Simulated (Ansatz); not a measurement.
Conformers of `C#CCOCC`, each relaxed with PBE0-D4/def2-TZVP in Ansatz. CBS adds the triple-zeta coupled-cluster correction to the MP2 limit.

Not all of them had a frequency check.

Conformer A:

Cartesian coordinates in Å:
```
C 1.234 -0.800 3.166
C 0.806 -0.732 2.048
C 0.273 -0.681 0.697
O 0.598 0.547 0.098
C 0.253 0.609 -1.268
C -1.237 0.731 -1.521
H 1.617 -0.852 4.158
H -0.815 -0.834 0.742
H 0.692 -1.515 0.112
H 0.661 -0.267 -1.795
H 0.770 1.492 -1.652
H -1.647 1.585 -0.978
H -1.783 -0.165 -1.219
H -1.420 0.882 -2.588
```

Conformer B:

```xyz
14

C    -0.281   -1.588   -2.316
C    -0.347   -0.524   -1.765
C    -0.434    0.768   -1.087
O     0.676    1.065   -0.280
C     0.914    0.149    0.772
C    -0.142    0.177    1.857
H    -0.219   -2.529   -2.809
H    -1.371    0.805   -0.516
H    -0.482    1.564   -1.834
H     1.882    0.444    1.181
H     1.020   -0.865    0.365
H    -1.107   -0.193    1.504
H    -0.276    1.191    2.240
H     0.167   -0.464    2.687
```

Conformer C:

Cartesian coordinates in Å:
```
C -0.750 -1.086 2.678
C 0.046 -0.491 2.004
C 1.014 0.233 1.181
O 0.926 -0.057 -0.187
C -0.273 0.397 -0.780
C -0.238 0.051 -2.245
H -1.452 -1.617 3.276
H 2.026 -0.041 1.491
H 0.894 1.313 1.360
H -0.364 1.485 -0.637
H -1.135 -0.073 -0.288
H -1.152 0.394 -2.736
H 0.616 0.522 -2.735
H -0.159 -1.029 -2.381
```

**Question.** Which is lowest in electronic energy at CCSD(T)/CBS (frozen core, def2 sets), and by how much? (Estimate.)

**Answer.** The calculation gave: C; A lies 9.9 kJ/mol higher, B lies 4.8 kJ/mol higher.

**Question.** Give the energies relative to C (kJ/mol) with ωB97X-V/def2-TZVPP, ωB97M-V/def2-TZVPP, PBE/def2-TZVPP, r2SCAN/def2-TZVPP, MP2/def2-QZVPP, SCS-MP2/def2-QZVPP, MP2/CBS(def2). (An estimate is asked.)

**Answer.** Ansatz gave: 
| level | A | B |
| --- | --- | --- |
| ωB97X-V/def2-TZVPP | 10.1 | 4.9 |
| ωB97M-V/def2-TZVPP | 10.2 | 4.8 |
| PBE/def2-TZVPP | 9.7 | 5.7 |
| r2SCAN/def2-TZVPP | 10.7 | 5.3 |
| MP2/def2-QZVPP | 10.8 | 4.8 |
| SCS-MP2/def2-QZVPP | 10.4 | 5.4 |
| MP2/CBS(def2) | 10.8 | 4.8 |
